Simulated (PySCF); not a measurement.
# N2S: the cost of one run

The runs use PySCF 2.14.0; each script names its method and basis.

1 further run of the same task is left out (it didn't finish).

## (1) Where the work starts

SN2⁻: 3 atoms, charge -1, spin multiplicity 2.

Bond lengths: S1–N2 1.493 Å, S1–N3 1.493 Å. Angles: N2–S1–N3 140.3°.

Geometry (Å):

```
atom    x (Å)    y (Å)    z (Å)
  S1   0.0238  -0.2357   0.0000
  N2  -0.0271   0.2691   1.4045
  N3  -0.0271   0.2691  -1.4045
```

## (2) The run that the others are compared with

The input, input.py:

```python
from pyscf import gto, scf
from pyscf.hessian import thermo

mol = gto.M(
    atom='S 0.0238 -0.2357 0; N -0.0271 0.2691 1.4045; N -0.0271 0.2691 -1.4045',
    basis='def2-svp',
    charge=-1,
    spin=1,
    verbose=4,
)
mf = scf.UHF(mol)
mf.kernel()
hess = mf.Hessian().kernel()
print('wavenumber (cm^-1) =', thermo.harmonic_analysis(mol, hess)['freq_wavenumber'].round(1))
mf.dip_moment()
print('orbital energies (hartree):', [e[max(0, n-3):n+3].round(4) for e, n in zip(mf.mo_energy, mol.nelec)])
```

Run with:

```
$ OMP_NUM_THREADS=1 python input.py
```

What time and memory should one allow on 1 thread of Arm Neoverse N1, shared host?

About 7.8 s, with a peak of 0.12 GiB.
